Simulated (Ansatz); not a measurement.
A made-up structure of SiH3SO (charge -1), closed shell:

```
6
angstrom
O -2.0016 0.4825 -0.2158
Si -0.5294 0.0091 -0.3481
S 0.6603 0.4268 1.5023
H -0.2689 -1.4730 -0.5477
H -1.7961 -0.4318 0.0344
H 1.8037 -0.0976 1.0263
```

It is relaxed with PBE-D4/def2-SVPD and then PBE0-D4/def2-TZVPD (Ansatz 0.2.0). Atoms count as bonded within 1.22 times the sum of their covalent radii (H–H: 0.88 Å). The end point is not checked to be a true minimum.

(1) Does its bonding change? (Judge from chemistry; the calculation decides.)

Answers

(1) By the calculation: Yes. Formed: none; broken: Si2–H5.

Where it ends: The first stage lowers the energy by 3.96 eV in 19 steps. It ends as SiH₃SO ([OH][SiH][SH]), total charge -1:
```xyz
6
angstrom
O -1.7244 0.4270 -0.2687
Si -0.1804 -0.1794 -0.7543
S 0.8626 -0.4195 1.2753
H -0.4650 -1.7050 -0.6714
H -2.0449 -0.0078 0.5259
H 1.4202 0.8007 1.3445
```

Labels in which every atom is bracketed show which atoms are joined, not bond orders.

For scale, one of the runs: PBE0-D4/def2-TZVPD relaxation, 156 basis functions, launched by `ansatz run in.yaml --threads 2 --pin off --events-out ev --progress --plain --max-ram 4352MiB`. Hardware: 2 CPU threads of an Arm Neoverse V1, shared host. Wall time about 26 s.
